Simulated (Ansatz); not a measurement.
Input:

```yaml
crystal:
  periodic: [false, false, false]
  atoms:
    - { symbol: Al, position_ang: [0.051623, -0.290289, 0.145908] }
    - { symbol: "N", position_ang: [0.06829, -0.036543, 2.017584] }
    - { symbol: H, position_ang: [-0.760336, 0.227901, 2.546847] }
    - { symbol: H, position_ang: [0.9003, 0.308763, 2.492494] }
    - { symbol: Cl, position_ang: [1.84703, 0.30517, -0.803702] }
    - { symbol: H, position_ang: [-1.340619, -0.218153, -0.591643] }
    - { symbol: H, position_ang: [0.299948, -1.978107, 0.763262] }
    - { symbol: H, position_ang: [0.212264, -1.391042, 1.560651] }
basis:
  gaussian: { orbitals: def2-SVP }
hamiltonian:
  xc: pbe0
phonons: {}
```

Run as:

```bash
$ ansatz run input.yaml --threads 1 --pin off --max-ram 2048MiB --backend cpu --events-out ev --progress --plain --runs-dir out
```

Hardware: 1 thread of Arm Neoverse V2 (shared host).

Q: Roughly how long does this run take, and how much memory?

A: 71 s, with a peak of 0.14 GiB, for 0 ionic steps.
